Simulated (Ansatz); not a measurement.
Basis-set extrapolation for `[C]#C` radical (PBE0-D4/def2-TZVP geometry, frozen core, Ansatz 0.2.0). Multiplicity 2, UHF reference.

|  | cc-pV(T+d)Z | cc-pV(Q+d)Z |
| --- | --- | --- |
| HF | -76.177420 | -76.182336 |
| MP2 correlation | -0.242219 | -0.258873 |
| CCSD(T) correlation | -0.289742 | -0.304871 |

Energies in hartree. Use E(X) = E(∞) + A·exp(−5.46·√X) for Hartree–Fock and E(X) = E(∞) + B·X^(−3.05) for correlation, with X = 3 and 4.

Q: What is the CCSD(T) energy at the basis-set limit?

A: HF limit: -76.182336 + (-0.004916) × 0.30130 = -76.18382. Correlation limit: -0.304871 + (-0.015129) × 0.71189 = -0.31564. Total: -76.49946 hartree, 84.8 kJ/mol below CCSD(T)/cc-pV(T+d)Z.

The UHF reference is spin-contaminated (⟨S²⟩ = 1.11, T1 = 0.062).
